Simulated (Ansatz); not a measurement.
# BNH4 (triplet): wave-function methods side by side at distance B1–H4 along a hydrogen transfer = 1.350 Å, cc-pVDZ

An exercise on one series of results from a longer session: the logs are not shown, and one member is left open.

Method: cc-pVDZ, core rule «outside noble gas», up to 2 orbitals frozen; program: Ansatz 0.2.0, Gaussian basis.

Plan: UHF; CCSD(T) on ROHF; CCSD(T) on UHF; BCCD(T) on ROHF; CISD; CCSDT(Q) on ROHF; CCSDT(Q) on UHF; CASSCF and MRCISD+Q, 4 electrons in 4 orbitals; CASSCF and NEVPT2, 4 electrons in 4 orbitals.

8 further runs of the same task are left out: 1 for a mislabelled method, 7 that didn't finish.

### What is computed

The geometry derives from fragments relaxed apart (PBE0/def2-TZVP) and kept rigid, so it is no stationary point. A hydrogen atom is moved between rigid fragments.

6 atoms, charge 0, spin multiplicity 3.

Atoms are counted from 1 here; the program's logs count them from 0.

Bond lengths: B1–H2 1.193 Å, B1–H3 1.193 Å, B1–H4 1.350 Å, H4–N5 1.158 Å, N5–H6 1.040 Å. Angles: H2–B1–H3 120.0°, H2–B1–H4 120.0°, H3–B1–H4 120.0°, B1–H4–N5 180.0°, H4–N5–H6 105.0°.

The first run:

in.yaml

```yaml
crystal:
  periodic: [false, false, false]
  atoms:
    - {symbol: B, position_ang: [-1.320153, 0.035086, 0.000000]}
    - {symbol: H, position_ang: [-1.916886, 1.068657, 0.000000]}
    - {symbol: H, position_ang: [-1.916887, -0.998486, 0.000000]}
    - {symbol: H, position_ang: [0.029847, 0.035086, 0.000000]}
    - {symbol: N, position_ang: [1.187847, 0.035086, 0.000000]}
    - {symbol: H, position_ang: [1.456928, -0.969141, 0.000000]}
basis:
  gaussian: {orbitals: cc-pVDZ}
magnetization: {spin_polarized: true, initial_magnetization: 2}
hamiltonian: {xc: hf}
output: {orbitals: {seedname: orbitals}}
```

Launch:

```sh
ansatz run in.yaml --threads 1 --pin off --events-out ev --progress --plain --max-ram 2393MiB
```

Among the steps run: UHF; CCSD(T) on ROHF; CCSD(T) on UHF; BCCD(T) on ROHF; CISD; CCSDT(Q) on ROHF; CCSDT(Q) on UHF; CASSCF and MRCISD+Q, 4 electrons in 4 orbitals; CASSCF and NEVPT2, 4 electrons in 4 orbitals.

One table of the session follows, with a row left open; its other results are not shown here.

```
   method  from UCCSDT(Q) (meV)
     ROHF               +7692.9
      UHF               +7322.2
     RMP2               +1217.3
     UMP2                     ?
     CISD                +735.4
    RCCSD                +191.2
    UCCSD                +182.6
 RCCSD(T)                 +35.2
 UCCSD(T)                 +35.5
  BCCD(T)                 +36.0
   RCCSDT                 +10.9
   UCCSDT                  +9.5
RCCSDT(Q)                  +1.1
UCCSDT(Q)                     0
```

Q: Estimate the row for UMP2 from the others.

**Answer.** from UCCSDT(Q) (meV): +1306.8. In the column «from UCCSDT(Q) (meV)» it lies between RMP2 (+1217.3) and UHF (+7322.2).

Left out of the table: CASSCF pair, NEVPT2 pair, MRCISD pair, MRCISD+Q pair (the active space lost an orbital or holds another state than full CI finds).

Limits of these values: Restricted and unrestricted rows rest on different reference determinants; where their highest levels disagree by more than a few hundredths of an eV, they describe different states and don't form one ladder. Warnings in the runs' records: passed over end.
